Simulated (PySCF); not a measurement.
CN under electron impact: the energy ladder

PBE0 in PySCF with def2-TZVPPD on every atom, for the lowest determinant that a PBE0 search found; no spin–orbit coupling.

```json
{"species": "CN", "state (unpaired electrons)": "doublet (σ ↑)", "Re (Å)": "1.160", "ωe (cm⁻¹)": "2184", "energy of the minimum from the neutral (eV)": "0.00", "De (eV)": "7.74", "dissociates to": "C + N"}
{"species": "CN⁺", "state (unpaired electrons)": "triplet (σ ↑, π ↑)", "Re (Å)": "1.226", "ωe (cm⁻¹)": "1841", "energy of the minimum from the neutral (eV)": "13.93", "De (eV)": "5.33", "dissociates to": "C⁺ + N"}
{"species": "CN⁻", "state (unpaired electrons)": "singlet (closed shell)", "Re (Å)": "1.170", "ωe (cm⁻¹)": "2163", "energy of the minimum from the neutral (eV)": "-3.86", "De (eV)": "10.47", "dissociates to": "C⁻ + N"}
```

Question: Work out the lowest energy to break CN into atoms, from its vibrational ground state.

Answer: D0 = De − ωe/2 = 7.74 − 0.14 = 7.60 eV (PBE0/def2-TZVPPD).

Question: Work out the ionisation energy of the C atom at this level and the threshold of dissociative ionisation.

Answer: IE(C) = 13.93 + 5.33 − 7.74 = 11.52 eV, so C⁺ + N + e⁻ appears at D0 + IE(C) = 19.12 eV (PBE0/def2-TZVPPD). The measured IE(C) is 11.26 eV (NIST ASD).

Question: Work out the electron affinity of the C atom and the threshold of dissociative attachment.

Answer: EA(C) = 7.74 − 10.47 − (-3.86) = 1.13 eV, so C⁻ + N needs D0 − EA(C) = 6.47 eV (PBE0/def2-TZVPPD). The measured EA(C) is 1.262 eV.

These are thermodynamic thresholds; the onsets seen under electron impact lie higher where the geometry changes, and cross-sections peak well above them.

For an ion De counts to the pair picked by the measured ionisation energies or electron affinities, which need not be the lowest pair at this level. States were picked by a PBE0 search and need not be the measured ground states.
